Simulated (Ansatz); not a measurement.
A nudged elastic band was laid between two geometries of C2H6Si (9 atoms, charge 0, multiplicity 1).

Theory: RKS B3LYP/STO-3G (Ansatz).

| Quantity | Value |
| --- | --- |
| movable images | 5 |
| climbing image | yes |
| spring | 5.0 eV/Å² |
| optimiser | quadratic models (default) |
| start path | through a guess of the saddle point |
| force threshold | 0.03 eV/Å |
| iteration limit | 60 |
| end points | relaxed |

Initial state:

```xyz
9
Properties=species:S:1:pos:R:3
C -0.582 0.502 -0.559
C 0.426 -0.610 -0.131
Si 1.537 -0.168 1.374
H -1.207 0.172 -1.405
H -0.057 1.418 -0.876
H -1.252 0.772 0.272
H 1.026 -0.894 -1.010
H -0.157 -1.508 0.144
H 0.354 0.270 2.175
```

Final state:

```xyz
9
Properties=species:S:1:pos:R:3
C -0.644 0.798 -0.763
C 0.282 -0.356 -0.378
Si 0.686 -0.823 1.187
H -1.487 0.446 -1.386
H -0.112 1.564 -1.356
H -1.070 1.299 0.121
H 0.698 -0.897 -1.236
H 1.571 -1.930 1.446
H 0.165 -0.146 2.348
```

Task: What changes between the two ends?

Result: Bonds broken: C2–H8. Bonds formed: Si3–H8.

Task: Give the energies along the band, and the barrier.

Result: The run converged. The highest image is number 3 of 0 to 6, 43.1 kcal/mol above the first end and 40.9 kcal/mol above the last; the last end lies 2.2 kcal/mol above the first. A vibrational analysis at the climbing image gives one clearly imaginary mode, 1208i cm⁻¹: a first-order saddle point. The orbitals stay closed-shell, which can raise the energy where a bond breaks towards radicals; this wasn't checked here. Limits of this set-up: minimal basis.

| image | path coordinate (Å) | energy (kcal/mol) | C2–H8 (Å) | Si3–H8 (Å) |
| --- | --- | --- | --- | --- |
| 0 | 0.00 | 0.0 | 1.11 | 2.49 |
| 1 | 0.55 | 0.9 | 1.11 | 2.41 |
| 2 | 1.11 | 16.3 | 1.21 | 1.91 |
| 3 | 1.66 | 43.1 | 1.70 | 1.55 |
| 4 | 2.29 | 25.3 | 2.21 | 1.44 |
| 5 | 2.91 | 7.8 | 2.58 | 1.43 |
| 6 | 3.54 | 2.2 | 2.73 | 1.44 |

Task: What is the geometry of the highest image?

Result: 
```xyz
9
Properties=species:S:1:pos:R:3
C -0.635 0.652 -0.622
C 0.533 -0.263 -0.222
Si 1.302 -0.629 1.366
H -1.427 0.084 -1.140
H -0.271 1.418 -1.332
H -1.075 1.160 0.250
H 0.950 -0.764 -1.120
H 0.475 -1.722 0.646
H 0.238 0.020 2.158
```

Task: What are the harmonic wavenumbers there?

Result: 1208i, 158, 324, 501, 742, 911, 1015, 1090, 1127, 1169, 1227, 1482, 1543, 1661, 1672, 2194, 2513, 3278, 3348, 3423, 3474 cm⁻¹.

Time of the run: 85 s on 1 thread of Arm Neoverse V2, with other jobs on the host, peak memory 0.1 GiB.
